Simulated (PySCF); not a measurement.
**Name the molecule from its bond curve**

A diatomic of charge 0 contains Na (the partner may be the same element). Its singlet curve at RHF-SCS-MP2 in a double-zeta basis (no relativity, PySCF), in eV from the separated fragments:

(R (Å), E (eV)): (2.683, -0.358), (2.808, -0.442), (2.933, -0.498), (3.026, -0.525), (3.120, -0.539), (3.214, -0.544), (3.338, -0.537), (3.494, -0.511), (3.682, -0.460), (3.931, -0.371)

The fit gives ωe = 154 cm⁻¹ and the rotational constant Bₑ = 0.1419 cm⁻¹.

Question: Which atom is the partner?

Answer: The minimum lies at 3.215 Å, so the reduced mass is 16.8576 u Å² cm⁻¹/(Bₑ·Re²) = 11.49 u. With Na at 22.99 u the partner weighs about 23.0 u: Na. The molecule is Na2.

Correlated steps freeze 2 core orbitals.
